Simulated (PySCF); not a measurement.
Species: C₅H₈O (charge -1 and doublet state).
Geometry (GFN2-xTB, Å), atoms numbered from 1 in this order:
```xyz
14
C5H8O angstrom
C      1.765   -0.051   -0.408
C      0.857    0.879    0.376
O      1.340    1.941    0.963
C     -0.554    0.541    0.488
C     -1.432   -0.031   -0.641
C     -1.125   -0.882    0.567
H      1.399   -0.231   -1.429
H      2.756    0.395   -0.475
H      1.873   -1.039    0.071
H     -1.081    1.257    1.115
H     -0.967   -0.306   -1.577
H     -2.445    0.336   -0.756
H     -0.452   -1.717    0.426
H     -1.934   -1.093    1.257
```

The hyperfine couplings belong to this conformer and change with its torsions.

The species is `C[C]([O-])C1CC1` [radical] (charge -1).

The calculation used UKS B3LYP, pcH-1 on C H O, non-relativistic, mean-field spin-orbit, GIAO (PySCF). Whether the extra electron is bound in the gas phase wasn't checked; a finite basis holds it in any case. A GFN2-xTB geometry isn't a minimum of the functional, and hyperfine couplings can be far from their values at a DFT geometry, by a factor of two or more for some ions and for spin on atoms past the first row.

What are Nα, Nβ and the exact ⟨S²⟩?

47 electrons with 2S = 1: 24 α and 23 β; S(S+1) = 0.75.

Mulliken spin populations, one withheld:

```
atom          bound to  population
  C1    C2, H7, H8, H9     -0.0480
  C2        C1, O3, C4           ?
  O3                C2     +0.3316
  C4   C2, C5, C6, H10     -0.0376
  C5  C4, C6, H11, H12     +0.0732
  C6  C5, C4, H13, H14     +0.0686
  H7                C1     +0.0273
  H8                C1     -0.0001
  H9                C1     +0.0512
 H10                C4     -0.0004
 H11                C5     -0.0029
 H12                C5     +0.0090
 H13                C6     -0.0039
 H14                C6     +0.0083
```

Complete the table.

The populations add up to Nα − Nβ = 1, and the others sum to 0.4763, so C2 holds +0.524.

Sum the populations by element and by sign.

Carbon +0.58, oxygen +0.33, hydrogen +0.09. The positive populations sum to 1.09, the negative ones to -0.09.

The run gives ⟨S²⟩ = 0.7537. What does that say of the overlap of α and β orbitals, and of the weight of higher spin?

For a single determinant ⟨S²⟩ = S(S+1) + Nβ − Σ|⟨iα|jβ⟩|², so the squared overlaps of occupied orbitals sum to 23 − 0.0037 = 22.9963. If the quartet state (S + 1) were the only admixture, its weight would be 0.0037/(2S + 2) = 0.12 %. For Kohn–Sham this describes the determinant of the orbitals, not the true wave function.

What Fermi-contact NMR shifts do the couplings of C1, C2, C4, C5/C6, H7/H8/H9, H10, H11/H13 imply at 250 K (Curie law, g = gₑ)?

δ = a_FC·h·gₑ μB S(S+1)/(3 g_N μN kT), with k/h = 20836.6 MHz/K:

```json
{"nuclei": "C1", "isotope": "13C", "a_FC (MHz)": "-28.02", "g_N": "1.4048", "contact shift (ppm)": "-3519"}
{"nuclei": "C2", "isotope": "13C", "a_FC (MHz)": "43.09", "g_N": "1.4048", "contact shift (ppm)": "+5412"}
{"nuclei": "C4", "isotope": "13C", "a_FC (MHz)": "-36.93", "g_N": "1.4048", "contact shift (ppm)": "-4638"}
{"nuclei": "C5/C6", "isotope": "13C", "a_FC (MHz)": "56.32", "g_N": "1.4048", "contact shift (ppm)": "+7073"}
{"nuclei": "H7/H8/H9", "isotope": "1H", "a_FC (MHz)": "38.50", "g_N": "5.5857", "contact shift (ppm)": "+1216"}
{"nuclei": "H10", "isotope": "1H", "a_FC (MHz)": "1.60", "g_N": "5.5857", "contact shift (ppm)": "+50"}
{"nuclei": "H11/H13", "isotope": "1H", "a_FC (MHz)": "-4.91", "g_N": "5.5857", "contact shift (ppm)": "-155"}
```

The sign follows the spin density at the nucleus: positive density means a positive shift. Entries for several nuclei are means.

Means are taken over nuclei equivalent by connectivity, which assumes that they swap fast. The three 1H nuclei of mean +38.5 MHz run from 2.5 to 65.2 MHz in the frozen geometry. The 13C value of +56.3 MHz is a mean of couplings from 52.3 to 60.4 MHz in this one geometry, not an average over conformers.

β density exceeds α density at some nuclei, such as C4 (-0.0328), C1 (-0.0249) and H11/H13 (-0.0011), spin density in bohr⁻³. In a single determinant that takes different orbitals for the two spins, that is spin polarisation.

C2, the radical centre as drawn in `C[C]([O-])C1CC1`, holds a spin population of +0.52 out of 1.
